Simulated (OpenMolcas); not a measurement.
# CH3FSi (SMILES C[Si]F): levels of theory compared

We compute a comparison of 5 runs (HF/cc-pVDZ, HF/def2-SVP, B3LYP/6-31G*, PBE/6-31G*, CCSD(T)/cc-pVDZ) of CH3FSi. 

The calculation is run with OpenMolcas 26.06.

4 further runs of the same task are left out: 1 that didn't finish, 3 set aside as unsound or not needed.

### 1 The system as given

The species is CH3FSi (6 atoms), meant as a singlet with charge 0. SMILES: `C[Si]F`. Geometry: relaxed at GFN2-xTB.

Bond lengths: C1–Si2 1.910 Å, Si2–F3 1.652 Å, C1–H4 1.088 Å, C1–H5 1.091 Å, C1–H6 1.091 Å. Angles: C1–Si2–F3 96.0°, Si2–C1–H4 112.2°, Si2–C1–H5 111.0°, Si2–C1–H6 110.9°, H4–C1–H5 107.6°, H4–C1–H6 107.6°, H5–C1–H6 107.2°.

### 2 Energy and gradient at HF/cc-pVDZ (run 1)

Contents of mol.inp:

```
* CH3FSi Hartree-Fock
>>> EXPORT MOLCAS_PRINT=2

&GATEWAY
  BasLib=$CurrDir
  Coord
  6
  angstrom
  C       -0.334580       0.391580      -0.173470
  Si       0.449270      -0.574520       1.276010
  F        1.365840      -1.580060       0.338520
  H       -1.013770       1.169360       0.169960
  H        0.432490       0.868890      -0.784720
  H       -0.899260      -0.275250      -0.826300
  Basis=cc-pVDZ
  Group=NoSym

&SEWARD

&SCF
  Thresholds=1e-10 1e-07 1e-07 1e-05
  PrOrbitals=1 2

&ALASKA
```

The basis set cc-pVDZ is read from a file made from the Basis Set Exchange's data (not shown).

The run is started by

```console
export MOLCAS_MEM=1860
pymolcas mol.inp > mol.log
```

The log of the run:

```text
--- Start Module: gateway ---
[...]
--- Stop Module: gateway /rc=_RC_ALL_IS_WELL_ ---
[...]
      Basis functions           61
[...]
--- Start Module: scf ---
[...]
       Convergence after  13 Iterations
[...]
::    Total SCF energy                               -428.0022986660
[...]
      Total spin, S                                     0.0000000000
[...]
      Total electronic charge=   32.000000
      Total            charge=   -0.000000
[...]
      Dipole Moment (debye):
      Origin of the operator (angstrom)=    0.5324   -0.6390    0.6225
                   X= -1.1909E+00               Y=  1.3645E+00               Z= -2.9220E-02           Total=  1.8113E+00
      Quadrupole Moment (debye*angstrom):
[...]
--- Stop Module: scf /rc=_RC_ALL_IS_WELL_ ---
[...]
--- Start Module: alaska ---
[...]
 *              Molecular gradients               *
 **************************************************
  Irreducible representation: a
 ------------------------------------------------------------------------------------------
                              X                       Y                       Z
 ------------------------------------------------------------------------------------------
  C1                2.05963536603448E-03   -2.43922070210978E-03   -5.60948003274220E-03
  SI2               1.13590537152453E-03   -1.52829157163081E-03    5.19574619334406E-03
  F3               -1.89841251662770E-03    2.25462864296766E-03   -1.18127227319320E-03
  H4                2.65502413018792E-03   -2.90978229856664E-03   -2.42194214186831E-03
  H5               -4.42859873503076E-03    2.08187474893151E-04    1.90846267409173E-03
  H6                4.76446383891549E-04    4.41447845443421E-03    2.10848558044585E-03
 ------------------------------------------------------------------------------------------
[...]
```

Wall time 6.3 s (1 thread of Intel Xeon Platinum 8259CL at 2.50GHz (Skylake/Cascade Lake), shared host); peak memory 0.4 GiB.

### 3 Energy and forces at HF/def2-SVP (run 2)

Contents of calc.input:

```
&GATEWAY
BasLib=$CurrDir
Coord
6
angstrom
C       -0.334580       0.391580      -0.173470
Si       0.449270      -0.574520       1.276010
F        1.365840      -1.580060       0.338520
H       -1.013770       1.169360       0.169960
H        0.432490       0.868890      -0.784720
H       -0.899260      -0.275250      -0.826300
Basis=def2-SVP
Group=NoSym
&SEWARD
&SCF
Thresholds=1e-10 1e-07 1e-07 1e-05
PrOrbitals=1 1
&ALASKA
```

The basis set def2-SVP is read from a file made from the Basis Set Exchange's data (not shown).

The run is started by

```console
export MOLCAS_MEM=1860
pymolcas calc.input > calc.log
```

The log of the run:

```text
--- Start Module: gateway ---
[...]
--- Stop Module: gateway /rc=_RC_ALL_IS_WELL_ ---
[...]
      Basis functions           61
[...]
--- Start Module: scf ---
[...]
       Convergence after  14 Iterations
[...]
::    Total SCF energy                               -427.7968466687
[...]
      Total spin, S                                     0.0000000000
[...]
      Total electronic charge=   32.000000
      Total            charge=   -0.000000
[...]
      Dipole Moment (debye):
      Origin of the operator (angstrom)=    0.5324   -0.6390    0.6225
                   X= -1.1382E+00               Y=  1.3054E+00               Z= -6.1899E-02           Total=  1.7330E+00
      Quadrupole Moment (debye*angstrom):
[...]
--- Stop Module: scf /rc=_RC_ALL_IS_WELL_ ---
[...]
--- Start Module: alaska ---
[...]
 *              Molecular gradients               *
 **************************************************
  Irreducible representation: a
 ------------------------------------------------------------------------------------------
                              X                       Y                       Z
 ------------------------------------------------------------------------------------------
  C1                1.31343215083257E-03   -1.47512302726494E-03   -7.76828531198825E-03
  SI2              -6.08393433038756E-03    6.23968006627695E-03    1.57086560026887E-02
  F3                6.14632335464371E-03   -6.55397896426813E-03   -9.72292390966878E-03
  H4                2.23532620890721E-03   -2.44360053524906E-03   -1.85942592138488E-03
  H5               -3.79529913524612E-03    4.11323746755343E-04    1.73397154867283E-03
  H6                1.84151751236872E-04    3.82169871368365E-03    1.90800759169329E-03
 ------------------------------------------------------------------------------------------
[...]
```

It took 5.4 s on 1 thread of Intel Xeon Platinum 8259CL at 2.50GHz (Skylake/Cascade Lake), shared host; peak memory 0.4 GiB.

Runs 3 to 4 aren't shown in full; the table further down has their settings and results.

### 4 The energy at CCSD(T)/cc-pVDZ (run 5)

Contents of run.inp:

```
&GATEWAY
  BASLIB
  $CurrDir
  COORD
  6
  angstrom
  C       -0.334580       0.391580      -0.173470
  Si       0.449270      -0.574520       1.276010
  F        1.365840      -1.580060       0.338520
  H       -1.013770       1.169360       0.169960
  H        0.432490       0.868890      -0.784720
  H       -0.899260      -0.275250      -0.826300
  BASIS
  cc-pVDZ
  GROUP
  NoSym

&SEWARD

&SCF
  THRESHOLDS
  1e-10 1e-07 1e-07 1e-05
  PRORBITALS
  0

&RASSCF
  FILEORB
  $Project.ScfOrb
  SPIN
  1
  NACTEL
  0 0 0
  INACTIVE
  16
  RAS2
  0
  OUTORBITALS
  Canonical
  ORBLISTING
  NoCore

&MOTRA
  JOBIPH
  FROZEN
  7

&CCSDT
  CCT
  TRIPLES
  2
  ITERATIONS
  80
  ACCURACY
  1e-08
  EXTRAPOLATION
  5 4
```

The basis set cc-pVDZ is read from a file made from the Basis Set Exchange's data (not shown).

The run is started by

```console
export MOLCAS_MEM=1860
pymolcas run.inp > run.log
```

The log of the run:

```text
--- Start Module: gateway ---
[...]
--- Stop Module: gateway /rc=_RC_ALL_IS_WELL_ ---
[...]
      Basis functions           61
[...]
       Convergence after  13 Iterations
[...]
::    Total SCF energy                               -428.0022986660
[...]
      Total spin, S                                     0.0000000000
[...]
      Number of active orbitals                  0
[...]
      Spin quantum number                      0.0
[...]
      Active orbitals                            0
[...]
      Number of CSFs                             1
[...]
      Number of root(s) required                 1
[...]
      Convergence after  4 iterations
[...]
      Natural orbitals and occupation numbers for root  1
      ************************************************************************************************************************
      *                                                    Final results                                                     *
      ************************************************************************************************************************
[...]
::    RASSCF root number  1 Total energy:   -428.00229867
[...]
      Total electronic charge=   32.000000
      Total            charge=   -0.000000
[...]
      Dipole Moment (debye):
      Origin of the operator (angstrom)=    0.5324   -0.6390    0.6225
                   X= -1.1909E+00               Y=  1.3645E+00               Z= -2.9220E-02           Total=  1.8113E+00
      Quadrupole Moment (debye*angstrom):
[...]
--- Start Module: motra ---
[...]
--- Stop Module: motra /rc=_RC_ALL_IS_WELL_ ---
--- Start Module: ccsdt ---
[...]
      Convergence after                    17  Iterations
      Total energy (diff) :    -428.44802730       0.00000000
[...]
 METHOD                       : CCSD+T(CCSD)+<T3(1)WT1> = CCSD(T)
[...]
       CCSD     =      -428.4480273018158
[...]
```

Wall time 16 s (1 thread of Intel Xeon Platinum 8259CL at 2.50GHz (Skylake/Cascade Lake), shared host); peak memory 0.4 GiB.

### 5 The series

```
run                               level  integration grid      task  energy (Eh)  dipole moment (D) of the reference  HOMO energy (eV)  LUMO energy (eV)  wall time
  1                          HF/cc-pVDZ                 –  gradient  -428.002299                                1.81             -9.25              1.10      6.3 s
  2                         HF/def2-SVP                 –  gradient  -427.796847                                1.73             -9.30              1.13      5.4 s
  3  B3LYP/6-31G* (spherical functions)         UltraFine  gradient  -429.256217                                1.44             -6.34             -2.22       19 s
  4    PBE/6-31G* (spherical functions)         UltraFine  gradient  -428.929861                                1.42             -5.36             -2.85       19 s
  5                     CCSD(T)/cc-pVDZ                 –    energy  -428.458394                                1.81             -9.25              1.10       16 s
```

### 6 Results

| quantity | value |
| --- | --- |
| run 5: total energy | -428.45839 Eh |
| run 5: dipole moment (mean-field density) | 1.81 D |
| run 5: HOMO energy (Hartree–Fock orbitals) | -9.25 eV |
| run 5: LUMO energy (Hartree–Fock orbitals) | 1.10 eV |
| run 5: HOMO–LUMO gap (Hartree–Fock orbitals) | 10.35 eV |
| run 5: correlation energy (7 core orbitals frozen) | -456.1 mEh |
| run 5: (T) correction | -10.37 mEh |

**Reading.** Over runs 1, 2, 3, 4 the dipole moment (its size) runs from 1.42 D (PBE/6-31G*) to 1.81 D (HF/cc-pVDZ). The two ends differ in method and basis. Over runs 1, 2, 3, 4 the HOMO–LUMO gap runs from 2.51 eV (PBE/6-31G*) to 10.42 eV (HF/def2-SVP). Totals of different functionals can't be ranked against each other. All runs together took 65 s, the longest 19 s.
